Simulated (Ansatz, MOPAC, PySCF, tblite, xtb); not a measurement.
Energy landscape of H2Li, doublet: collinear Li-H-H surface. Scanned: Li-H distance and H-H distance.

Computed with: GFN2-xTB, 300 K electronic temperature (tblite); UHF/def2-SVP (PySCF); FCI/cc-pVTZ = full CI/cc-pVTZ, frozen core in Ansatz (a quantum-chemistry and plane-wave program); UHF/cc-pVTZ (Ansatz); MP2/cc-pVTZ = MP2 on UHF/cc-pVTZ, frozen core (Ansatz); CCSD/cc-pVTZ = CCSD on UHF/cc-pVTZ, frozen core run with Ansatz; CCSD(T)/cc-pVTZ = Ansatz with CCSD(T) on UHF/cc-pVTZ, frozen core; UKS-B3LYP/cc-pVTZ = Ansatz with unrestricted B3LYP/cc-pVTZ; UKS-CAM-B3LYP/cc-pVTZ = unrestricted CAM-B3LYP/cc-pVTZ (Ansatz); UKS-PBE/cc-pVTZ = Ansatz with unrestricted PBE/cc-pVTZ; PM3, unrestricted, heats of formation (MOPAC); AM1, unrestricted, heats of formation (MOPAC); GFN1-xTB (xtb); UKS-B3LYP/6-31G* = unrestricted B3LYP/6-31G*, spherical d run with PySCF; UHF/3-21G = PySCF with unrestricted Hartree-Fock/3-21G; UMP2/3-21G = unrestricted MP2 (frozen core)/3-21G run with PySCF; UMP2/6-31G* = unrestricted MP2 (frozen core)/6-31G*, spherical d (PySCF).

Energies in kJ/mol at chosen points (x: Li-H distance (Å); y: H-H distance (Å)), relative to x = 4.64, y = 0.73:

```csv
method,"(2.42, 1.54)","(1.58, 0.69)","(4.64, 1.74)","(1.74, 0.93)","(1.84, 0.93)","(3.81, 2.15)","(3.04, 0.73)"
GFN2-xTB,14.7,-3.2,203.1,-30.8,-30.0,208.7,-8.0
UHF,262.0,70.6,314.3,92.5,84.3,332.0,6.9
FCI/cc-pVTZ,256.4,60.9,348.3,77.3,69.9,411.5,3.9
UHF/cc-pVTZ,270.1,66.6,322.4,95.8,87.7,340.6,6.3
MP2/cc-pVTZ,297.7,62.1,391.9,85.7,78.0,418.2,4.5
CCSD/cc-pVTZ,259.6,61.3,348.5,78.1,70.6,412.9,4.1
CCSD(T)/cc-pVTZ,257.9,61.0,348.3,77.5,70.1,412.4,4.0
UKS-B3LYP/cc-pVTZ,237.2,55.4,366.6,63.3,56.8,405.5,2.4
UKS-CAM-B3LYP/cc-pVTZ,243.8,56.1,370.3,66.5,59.8,411.0,2.6
UKS-PBE/cc-pVTZ,221.3,54.7,348.2,54.5,48.0,391.4,1.2
PM3,312.2,-49.0,417.1,6.5,8.6,487.5,-13.4
AM1,324.6,0.9,413.6,47.9,42.9,451.6,-6.6
GFN1-xTB,107.0,-3.8,310.7,-13.0,-12.1,331.8,-13.2
UKS-B3LYP/6-31G*,238.3,58.2,367.1,65.0,58.0,407.2,2.0
UHF/3-21G,262.8,66.2,315.1,93.0,84.8,337.6,6.0
UMP2/3-21G,285.9,65.9,355.6,85.9,77.7,374.7,5.3
UMP2/6-31G*,283.1,65.0,355.7,87.3,79.2,375.6,5.0
```
